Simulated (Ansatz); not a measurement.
**AlO−: geometry and frequencies at several levels**

The task here is to estimate one member of a computed series from the others.

Computed with Ansatz 0.2.0 (the levels named in each step, unless a step's input says otherwise).

## The starting structure

Bond lengths: O1–Al2 1.636 Å.

Coordinates:

```xyz
2

O     0.0000    0.0000   -0.0103
Al    0.0000    0.0000    1.6257
```

Set-up of the first run:

File input.yaml:

```yaml
crystal:
  periodic: [false, false, false]
  atoms:
    - { symbol: O, position_ang: [0.0, 0.0, -0.01029477] }
    - { symbol: Al, position_ang: [0.0, 0.0, 1.62573477] }
total_charge: -1
basis:
  gaussian: { orbitals: def2-TZVPPD.json }
hamiltonian:
  xc: pbe0
  dispersion: d4
phonons: {}
```

On the command line:

```sh
ansatz run input.yaml --threads 2 --pin off --max-ram 5120MiB --backend cpu --events-out ev --progress --plain --runs-dir out
```

Among the steps run: Frequencies, PBE0-D4/def2-TZVPPD; Relaxation, PBE-D4/def2-TZVPPD; Frequencies, PBE-D4/def2-TZVPPD; Relaxation, r2SCAN-D4/def2-TZVPPD; Frequencies, r2SCAN-D4/def2-TZVPPD; Relaxation, B3LYP-D4/def2-TZVPPD; Frequencies, B3LYP-D4/def2-TZVPPD; Relaxation, B2PLYP/def2-TZVPPD; Frequencies, B2PLYP/def2-TZVPPD.

One of the session's tables, all rows but one given; the rest of the session is left out.

```
                level  O1–Al2 (Å)  rotational constants (MHz)  highest frequency (cm⁻¹)
   PBE-D4/def2-TZVPPD      1.6591                       18284                       924
r2SCAN-D4/def2-TZVPPD           ?                           ?                         ?
 B3LYP-D4/def2-TZVPPD      1.6416                       18674                       969
   B2PLYP/def2-TZVPPD      1.6521                       18439                       938
```

Estimate the missing values for r2SCAN-D4/def2-TZVPPD.

**Answer.** O1–Al2 (Å): 1.6422; rotational constants (MHz): 18661; highest frequency (cm⁻¹): 970. In the column «O1–Al2 (Å)» it lies between B3LYP-D4/def2-TZVPPD (1.6416) and B2PLYP/def2-TZVPPD (1.6521).
